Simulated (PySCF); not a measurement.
Gas-phase reaction: BCl₃ + H₂ + BCl ⇌ 2 BHCl₂

Energies from PySCF (xtb for GFN2), thermal terms from the rigid-rotor harmonic-oscillator model, ideal gas at 1 bar. † marks an energy on the PBE0/def2-TZVP geometry and frequencies; other levels use their own. CCSD(T) freezes the core. All species are closed-shell singlets. B3LYP is the form with VWN-RPA correlation. CCSD(T) isn't extrapolated to the basis-set limit; its ΔH°(298 K) is -274.6 kJ in def2-SVP and -271.4 kJ in def2-TZVPP. The harmonic model lacks anharmonicity and excited electronic states, which grow with temperature; levels with a mode under 35 cm⁻¹ are left out.

| level | ΔE electronic, kJ | ΔH°(298 K), kJ | ΔS°(298 K), J/K | ΔG°(1600 K), kJ |
|---|---|---|---|---|
| B3LYP/def2-TZVP† | -310 | -291 | -97 | -120 |
| CCSD(T)/def2-SVP† | -293 | -275 | -97 | -104 |
| GFN2-xTB | -397 | -378 | -98 | -208 |
| HF/def2-TZVP† | -306 | -288 | -97 | -116 |
| PBE/def2-SVP | -319 | -301 | -98 | -130 |
| ωB97M-V/def2-TZVP† | -300 | -282 | -97 | -111 |
ΔH° is lowest at GFN2-xTB and highest at CCSD(T)/def2-SVP†. No reference value is set beside these.
